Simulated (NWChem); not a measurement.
CHO cation

```xyz
3

C      0.0000     0.0000    -0.5149
O      0.0000     0.0000     0.5895
H      0.0000     0.0000    -1.6262
```
Atoms are numbered in this order, from 1.

All runs: NWChem. All runs use the structure optimised with PBE0/def2-SVP.

**Question.** Taking B3LYP/def2-QZVP as the yardstick, which of these has the fewest basis functions while keeping “highest occupied level (eV)” within 0.05 eV of it: B3LYP/pcseg-2; B3LYP/pcseg-1; B3LYP/aug-pcseg-1; B3LYP/3-21G; B3LYP/def2-TZVPP?

**Answer.** B3LYP/aug-pcseg-1.
```json
[
 {"level": "B3LYP/3-21G", "basis functions": "20", "highest occupied level (eV)": "-22.93"},
 {"level": "B3LYP/pcseg-1", "basis functions": "33", "highest occupied level (eV)": "-22.61"},
 {"level": "B3LYP/aug-pcseg-1", "basis functions": "55", "highest occupied level (eV)": "-22.54"},
 {"level": "B3LYP/pcseg-2", "basis functions": "74", "highest occupied level (eV)": "-22.53"},
 {"level": "B3LYP/def2-TZVPP", "basis functions": "76", "highest occupied level (eV)": "-22.52"},
 {"level": "B3LYP/def2-QZVP", "basis functions": "144", "highest occupied level (eV)": "-22.52"}
]
```

The yardstick is one finite set, not the basis-set limit.
